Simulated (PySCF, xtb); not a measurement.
isobutane (C4H10), SMILES CC(C)C.

xtb with GFN2-xTB at its own geometry gives an orbital gap of 14.15 eV and a dipole moment of 0.04 D.

Geometry optimised at B3LYP-D3(BJ)/def2-SVP.

Q: What does ωB97X/def2-TZVP in PySCF give? (An estimate is asked for; the answer gives what the named calculation found.)

A: gap 14.48 eV (levels -11.43 and 3.06 eV), dipole 0.14 D.
